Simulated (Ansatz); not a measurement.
Born–Oppenheimer molecular dynamics of BFH$_{3}$N (6 atoms, charge 0, multiplicity 1). It starts from a relaxed structure.

Computed with RKS BHLYP/6-31G in Ansatz.

```yaml
ensemble: NVT, Langevin thermostat
time_step: 0.5 fs
steps_asked: 250
set_temperature: 3000 K
friction: 0.005 /fs
seed: 580211
```

First frame:

```xyz
6
Properties=species:S:1:pos:R:3
B 0.029 0.008 0.088
N 0.006 0.001 1.475
H -0.843 -0.105 1.996
H 0.833 0.100 2.026
H 1.020 0.131 -0.539
F -1.158 -0.135 -0.592
```

(1) How far do the bonds stretch over the last three quarters of this one trajectory? (Pairs bonded in most of those frames.)

Results:

(1) 
| bond | mean (Å) | spread (Å) | shortest | longest |
| --- | --- | --- | --- | --- |
| B1–N2 | 1.409 | 0.034 | 1.35 | 1.50 |
| B1–H5 | 1.201 | 0.048 | 1.11 | 1.31 |
| B1–F6 | 1.409 | 0.080 | 1.26 | 1.57 |
| N2–H3 | 1.045 | 0.092 | 0.87 | 1.21 |
| N2–H4 | 1.015 | 0.045 | 0.93 | 1.10 |

Mean temperature of the second half: 2331 K. The mean temperature of the second half is 22 % below the set value. A run of 0.12 ps of so small a system gives no equilibrium averages. Limits of this set-up: no polarisation functions.

Run time: 3.4 min on 1 thread of Arm Neoverse V1 (shared host), peak memory 0.077 GiB.
